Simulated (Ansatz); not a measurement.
Ideal-gas functions of NP, SMILES `N#P` at 500 K and 1 bar, from an Ansatz frequency run at PBE0-D4/def2-TZVP.

Molar mass 44.98 g/mol, point group C∞v (symmetry number 1), electronic degeneracy 1, moments of inertia 21.11 u Å². Harmonic wavenumbers (cm⁻¹, unscaled): 1428.

Use S(trans) = R[1.5 ln M + 2.5 ln T − 1.1517]; rotational temperatures θ = 24.2544 K / I; S(rot) = R[ln(T/σθ) + 1]; for each mode x = 1.438777 ν̃/T, S = R[x/(eˣ − 1) − ln(1 − e⁻ˣ)] and H = RT x/(eˣ − 1); 1 cm⁻¹ = 0.0119627 kJ/mol; R = 8.31446 J/(mol·K).

By hand: the entropy, in J/(mol·K).

Translation 167.1. Rotation: θ = 1.149 K, giving 58.8. Vibration, mode by mode: 0.71, in all 0.7. Electronic 0.0. Sum 226.6 J/(mol·K).

By hand: H − E and G − E in kJ/mol, counted from the electronic energy.

Zero-point energy ½ × 1428 × 0.0119627 = 8.5; thermal vibration 0.3; translation, rotation and pV give 3.5 RT = 14.6. H − E = 23.4 kJ/mol, and G − E = 23.4 − 500 × 226.6/1000 = -89.9 kJ/mol.

Vibration gives 0 % of the entropy; all modes have x over 3 and are hardly excited.
